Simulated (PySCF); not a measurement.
Gas-phase reaction: 3 SiCl2F2 = Si + 2 F2 + 2 SiCl3F

Energies from PySCF (xtb for GFN2), thermal terms from the rigid-rotor harmonic-oscillator model, ideal gas at 1 bar. † marks an energy on the PBE0/def2-TZVP geometry and frequencies; other levels use their own. MP2 freezes the core. 6-31G* has spherical d functions here. Open shells (unrestricted): Si (multiplicity 3, electronic degeneracy 9); the rest are closed-shell singlets. GFN2 has no spin-polarisation term. Spin-orbit splitting is ignored; it lowers the true energy and changes the entropy of Si. B3LYP is the form with VWN-RPA correlation. MP2 isn't extrapolated to the basis-set limit; its ΔH°(298 K) is 1988.3 kJ in def2-SVP and 2108.2 kJ in def2-TZVPP. The harmonic model lacks anharmonicity and excited electronic states, which grow with temperature; levels with a mode under 35 cm⁻¹ are left out.

```csv
level,"ΔE electronic, kJ","ΔH°(298 K), kJ","ΔS°(298 K), J/K","ΔG°(1000 K), kJ"
B3LYP/6-31G*,1950,1937,267,1671
GFN2-xTB,1800,1786,258,1527
HF/def2-TZVP†,2079,2068,267,1801
MP2/def2-SVP†,2000,1988,267,1722
PBE/def2-TZVP†,1947,1935,267,1669
PBE0/def2-QZVP†,2034,2022,267,1756
PBE0/def2-SVP†,1937,1925,267,1659
LDA/def2-TZVP†,2081,2070,267,1804
ωB97M-V/def2-TZVP†,2055,2043,267,1777
ωB97X-V/def2-TZVP†,2052,2040,267,1774
```
ΔH° is lowest at GFN2-xTB and highest at LDA/def2-TZVP†. No reference value is set beside these.
